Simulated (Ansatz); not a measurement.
# HgS (P3₂21, No. 154)

Computed with PBE0 (Ansatz, an electronic-structure program, PAW).

Run with plane-wave cutoff 500 eV, 12×12×4 k mesh (along the axes of the cell as run), Fermi–Dirac smearing 0.05 eV, scalar-relativistic PAW data made under PBE.

Cell (relaxed with PBEsol):

HgS is taken in the trigonal space group P3₂21 (No. 154), Pearson symbol hP6. Conventional cell: a = 4.1390 Å, b = 4.1390 Å, c = 9.4081 Å, α = 90.00°, β = 90.00°, γ = 120.00°. Hg on 3a has 2 S at 2.386 Å (linear). S on 3b sees 2 Hg at 2.386 Å (bent). (Neighbours: up to the widest gap in distance over summed covalent radii, below 1.35, at either atom; cation-cation and far metal-metal contacts left out.)

- band gap: 2.76 eV (on the SCF k mesh)

Note: exact exchange on metals is sensitive to the k mesh and can open a false gap; cell and atoms aren't relaxed at this level (pressure 1.9 GPa).

Spin–orbit coupling is not included.

Computed values are for the static lattice.
